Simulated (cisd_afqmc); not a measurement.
Input (AFQMC/UCISD/aug-cc-pVTZ; cisd_afqmc is a phaseless AFQMC code with CISD trial states that reads the integrals written by Ansatz):

Ansatz 0.2 input:
```python
import cisd_afqmc

open("ham.yaml", "w").write("""\
crystal:
  periodic: [false, false, false]
  atoms:
    - {symbol: C, position_ang: [-0.00000000, -0.00000000, -0.16250200]}
    - {symbol: H, position_ang: [0.00000000, 0.00000000, 0.97501202]}
basis:
  gaussian:
    orbitals: aug-cc-pVTZ
total_charge: 1
correlation: {method: ccsd, electrons: outside_noble_gas, hamiltonian_folder: ham}
magnetization: {spin_polarized: true, initial_magnetization: 0}
scf: {lower_state_search: full}
""")
rep = cisd_afqmc.ansatz("ham.yaml")
e_ccsd = rep["correlation"]["coupled_cluster"]["energy"]["hartree"]
out = cisd_afqmc.run("ham", e_ccsd, trial="CISD", walkers=100, populations=8, threads=8, dt=0.005, steps=40, early=24, settle=10, least=32,
    cut=5e-5, rank_cut=2e-4, target=0.0004, seconds=1500, seed=1, memory=17280, gpu=False)
```

Output:

```
orbitals 68, occupied [2, 2], factors 304 of 400, rank of the doubles 97 of 264
E(HF) = -37.917784
E(CCSD) on the cut factors = -38.022098, shift to the whole factors -0.000005
Energy of the trial state on the determinant = -38.022010
  tau behind 7.2 of longer steps, mean of the populations' last blocks
   2.0  -38.02351
   4.0  -38.02391
   6.0  -38.02667
   8.0  -38.02487
blocks 253 (3 outliers left out), error by blocks joined: 1: 0.00016, 2: 0.00019, 4: 0.00024, 8: 0.00028, 16: 0.00030
E(AFQMC/CISD) = -38.02451 +/- 0.00030
```

The determinant is spin-contaminated: <S^2> is 0.53, 0.53 over the pure value.

A triplet may lie lower; no result for it is given here.

The run carries these doubts: spin mixed.
